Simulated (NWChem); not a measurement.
System meant: C₂H₅O anion

Input file for NWChem:

```
start job
memory heap 200 mb stack 900 mb global 1100 mb
charge -1
geometry units angstroms noautoz
  C      0.225666    -1.179921     0.000000
  C     -0.481220     0.208882     0.000000
  O      0.346877     1.253613     0.000000
  H     -0.503790    -2.017154     0.000000
  H      0.870594    -1.268821    -0.891488
  H      0.870594    -1.268821     0.891488
  H     -1.196942     0.166803     0.891757
  H     -1.196942     0.166803    -0.891757
end
basis spherical
  C library def2-svp
  O library def2-svp
  H library def2-svp
end
dft
  odft
  mult 2
  xc b3lyp
  iterations 150
  mulliken
end
task dft energy
```

End of the output:

```
 ==============================================================================
                                 internuclear angles
 ------------------------------------------------------------------------------
        center 1       |       center 2       |       center 3       |  degrees
 ------------------------------------------------------------------------------
    2 C                |   1 C                |   4 H                |   111.96
    2 C                |   1 C                |   5 H                |   109.68
    2 C                |   1 C                |   6 H                |   109.68
    4 H                |   1 C                |   5 H                |   108.85
    4 H                |   1 C                |   6 H                |   108.85
    5 H                |   1 C                |   6 H                |   107.72
    1 C                |   2 C                |   3 O                |   114.62
    1 C                |   2 C                |   7 H                |   104.53
    1 C                |   2 C                |   8 H                |   104.53
    3 O                |   2 C                |   7 H                |   114.67
    3 O                |   2 C                |   8 H                |   114.67
    7 H                |   2 C                |   8 H                |   102.40
 ------------------------------------------------------------------------------
                            number of included internuclear angles:         12
 ==============================================================================

 Summary of "ao basis" -> "" (spherical)
 ------------------------------------------------------------------------------
       Tag                 Description            Shells   Functions and Types
 ---------------- ------------------------------  ------  ---------------------
 C                          def2-svp                 6       14   3s2p1d
 O                          def2-svp                 6       14   3s2p1d
 H                          def2-svp                 3        5   2s1p

                                 NWChem DFT Module
                                 -----------------

 Summary of "ao basis" -> "ao basis" (spherical)
 ------------------------------------------------------------------------------
       Tag                 Description            Shells   Functions and Types
 ---------------- ------------------------------  ------  ---------------------
 C                          def2-svp                 6       14   3s2p1d
 O                          def2-svp                 6       14   3s2p1d
 H                          def2-svp                 3        5   2s1p

      Symmetry analysis of basis
      --------------------------

        a'         44
        a"         23

  number of electrons :                   26
  multiplicity        :                    2
 ------------------------------------------------------------------------
  no. of electrons and multiplicity not compatible                  26
 ------------------------------------------------------------------------
 ------------------------------------------------------------------------
  current input line :
    26: task dft energy
 ------------------------------------------------------------------------
 ------------------------------------------------------------------------
 There is an error in the input file
 ------------------------------------------------------------------------
 For more information see the NWChem manual at https://nwchemgit.github.io

0: no. of electrons and multiplicity not compatible:Received an Error in Communication
```

Problem. What is wrong, and how is it mended?

Solution. The input was rejected before any calculation. Cause: the multiplicity doesn't fit the number of electrons (an even count wants an odd multiplicity, and the reverse). This input runs:
```
start job
memory heap 200 mb stack 900 mb global 1100 mb
charge -1
geometry units angstroms noautoz
  C      0.225666    -1.179921     0.000000
  C     -0.481220     0.208882     0.000000
  O      0.346877     1.253613     0.000000
  H     -0.503790    -2.017154     0.000000
  H      0.870594    -1.268821    -0.891488
  H      0.870594    -1.268821     0.891488
  H     -1.196942     0.166803     0.891757
  H     -1.196942     0.166803    -0.891757
end
basis spherical
  C library def2-svp
  O library def2-svp
  H library def2-svp
end
dft
  xc b3lyp
  iterations 150
  mulliken
end
task dft energy
```
It converges to -154.28717 Ha (B3LYP/def2-SVP).
